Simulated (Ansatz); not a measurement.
# The cluster P₄: reading failed and doubtful runs

2 inputs were typed for the cluster P₄. Each is run as it stands; the log then has to tell whether the result can be used.

Method: the settings change from run to run; program: Ansatz 0.2.0, Gaussian basis.

### 1 The molecule

An earlier B3LYP-D4 in a triple-zeta def2 set relaxation fixed the geometry.

4 atoms, charge 0, spin multiplicity 1.

Atoms are counted from 1 here; the program's logs count them from 0.

Bond lengths: P1–P2 2.203 Å, P1–P3 2.203 Å, P1–P4 2.203 Å, P2–P3 2.203 Å, P2–P4 2.203 Å, P3–P4 2.203 Å. Angles: P2–P1–P3 60.0°, P2–P1–P4 60.0°, P3–P1–P4 60.0°, P1–P2–P3 60.0°, P1–P2–P4 60.0°, P3–P2–P4 60.0°, P1–P3–P2 60.0°, P1–P3–P4 60.0°, P2–P3–P4 60.0°, P1–P4–P2 60.0°, P1–P4–P3 60.0°, P2–P4–P3 60.0°.

### 2 Attempt 1

Contents of in.yaml:

```yaml
crystal:
  periodic: [false, false, false]
  atoms:
    - {symbol: P, position_ang: [-1.306112, 0.314884, 0.123586]}
    - {symbol: P, position_ang: [0.445966, 0.514572, -1.271818]}
    - {symbol: P, position_ang: [0.395966, 0.214572, -1.271818]}
    - {symbol: P, position_ang: [0.180994, -1.299567, 0.314196]}
basis:
  gaussian: {orbitals: cc-pVDZ, fitting: {mean_field: cc-pVTZ-jkfit}}
hamiltonian: {xc: {name: r2SCAN0}, dispersion: d3bj, pseudopotentials: {relativity: scalar}}
scf: {omitted_lower_state_checks: [starts]}
output: {forces: true}
```

Run with:

```bash
$ ansatz run in.yaml --threads 4 --pin off --events-out ev --progress --plain --max-ram 3916MiB
```

Standard output, cut to the lines that bear on the results:

```text
Warning: the engine holds no damping parameters fitted to this dispersion correction and functional, so the run takes those fitted to r2scan0 beside the three-body term, which d3bj leaves out (hamiltonian.dispersion, under Limitations)
Functional definition: r2SCAN0
  name "r2SCAN0"
  cite "Bursch, Neugebauer, Ehlert & Grimme, J. Chem. Phys. 156, 134105 (2022) doi:10.1063/5.0086040"
  cite "Furness, Kaplan, Ning, Perdew & Sun, J. Phys. Chem. Lett. 11, 8208 (2020) doi:10.1021/acs.jpclett.0c02405"
  cite "Furness, Kaplan, Ning, Perdew & Sun, J. Phys. Chem. Lett. 11, 9248 (2020) doi:10.1021/acs.jpclett.0c03077"
  parent r2scan
[...]
484 factors; integrals over basis functions are off by at most 3.2e-2 eV
[...]
mean field -34901.49072921 eV, -1282.6061272183 hartree, gradient 1.9e-5 eV, S^2 0.000000; 0 other end points of the search recorded, 0 dependent functions left out
[...]
reference -34901.49073468 eV, -1282.6061274195 hartree; 30, 30 occupied and 42, 42 virtual orbitals, 484 factors
Total energy: -34901.55935789 eV, -1282.6086492757 hartree
Relativity: scalar
Atom 0 at    -1.306112     0.314884     0.123586 Å, force    -0.072926    -1.090133     0.388834 eV/Å
Atom 1 at     0.445966     0.514572    -1.271818 Å, force  2691.980615 16128.828899     5.103324 eV/Å
Atom 2 at     0.395966     0.214572    -1.271818 Å, force -2691.790310 -16130.215080    -4.939835 eV/Å
Atom 3 at     0.180994    -1.299567     0.314196 Å, force    -0.117379     2.476314    -0.552323 eV/Å
Dipole moment:     0.762046     0.227552    -0.789880 e Å
Checks for a lower state left out: starts
```

It took 3.3 s on 4 threads of Intel Xeon at 2.50GHz, shared host.

What is wrong: The run converged, but a converged run isn't a right one. One atom was put on top of another. The shortest distance is 0.30 Å (P2–P3), against 2.20 Å in the relaxed molecule. Its energy is no property of the relaxed molecule. Fix: restore the atom's position.

### 3 Attempt 2

Contents of in.yaml:

```yaml
crystal:
  periodic: [false, false, false]
  atoms:
    - {symbol: P, position_ang: [-1.306112, 0.314884, 0.123586]}
    - {symbol: P, position_ang: [0.729153, 0.770111, 0.834036]}
    - {symbol: P, position_ang: [0.395966, 0.214572, -1.271818]}
    - {symbol: Xx, position_ang: [0.180994, -1.299567, 0.314196]}
basis:
  gaussian: {orbitals: 6-31G}
hamiltonian: {xc: {name: wPBEh}}
scf: {omitted_lower_state_checks: [starts]}
```

The command is unchanged.

Standard output:

```text
Error: YAML parse error: error: line 7 column 16: `Xx` is not an element symbol (H … Og, case-exact)
 --> <input>:7:16
  |
5 |     - {symbol: P, position_ang: [0.729153, 0.770111, 0.834036]}
6 |     - {symbol: P, position_ang: [0.395966, 0.214572, -1.271818]}
7 |     - {symbol: Xx, position_ang: [0.180994, -1.299567, 0.314196]}
  |                ^ `Xx` is not an element symbol (H … Og, case-exact)
8 | basis:
9 |   gaussian: {orbitals: 6-31G}
  |
```

Run time: 0.06 s. Hardware: 4 threads of Intel Xeon at 2.50GHz, shared host.

Diagnosis: Refused before any calculation. An element symbol is wrong. Cure: correct the symbol.

### 4 Summary

```
attempt            level      ended                               cause    time
      1  r2SCAN0/cc-pVDZ  converged  one atom was put on top of another   3.3 s
      2      wPBEh/6-31G    refused          an element symbol is wrong  0.06 s
```

**Reading.** 1 converged, 1 refused. A refusal costs next to no computing time. The dangerous case is the input that converges on a wrong geometry, charge, spin, basis or grid: often only a look at the input shows it.
